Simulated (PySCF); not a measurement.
# SMILES C#CC(=C)C, C5H6

Geometry:
| atom | x (Å) | y (Å) | z (Å) |
| --- | --- | --- | --- |
| C1 | 1.853 | -1.355 | -0.917 |
| C2 | 1.036 | -0.653 | -0.381 |
| C3 | 0.020 | 0.155 | 0.208 |
| C4 | 0.292 | 0.949 | 1.247 |
| C5 | -1.343 | 0.052 | -0.408 |
| H6 | 2.594 | -1.967 | -1.373 |
| H7 | -0.483 | 1.562 | 1.692 |
| H8 | 1.287 | 1.002 | 1.670 |
| H9 | -1.310 | 0.331 | -1.464 |
| H10 | -2.051 | 0.703 | 0.107 |
| H11 | -1.709 | -0.976 | -0.360 |

The calculation used TDDFT CAM-B3LYP/def2-TZVPD excited states, vertical, gas phase in PySCF 2.14.0. Geometry: PBE0-D3(BJ)/def2-TZVP.

Q: Give the one- and two-photon strengths of the lowest singlets.

A: δ for parallel linear polarisation; σ at the peak of a Lorentzian of half width 0.1 eV, single beam; Ω is circular over linear.
| state | E (eV) | f | photon λ (nm) | δ (au) | σ (GM) | Ω | main |
| --- | --- | --- | --- | --- | --- | --- | --- |
| S1 | 5.62 | 0.000 | 441 | 0.24 | 0.00 | 1.50 | HOMO−1→LUMO 0.93 |
| S2 | 5.71 | 0.258 | 434 | 17.4 | 0.21 | 0.58 | HOMO→LUMO 0.84 |
| S3 | 6.29 | 0.000 | 394 | 23.4 | 0.34 | 1.50 | HOMO→LUMO+4 0.51, HOMO→LUMO+3 0.15 |
| S4 | 6.47 | 0.000 | 383 | 73 | 1.12 | 1.50 | HOMO→LUMO+1 0.77, HOMO→LUMO+4 0.09 |
| S5 | 7.20 | 0.043 | 344 | 4.07 | 0.08 | 1.50 | HOMO→LUMO+2 0.86 |
| S6 | 7.35 | 0.236 | 337 | 26.6 | 0.53 | 1.40 | HOMO−2→LUMO 0.48, HOMO−1→LUMO+4 0.22 |

Among these, the strongest one-photon state is S2, the strongest two-photon state S4, with a dipole change of 0.8 D (relaxed, norm of the difference vector).
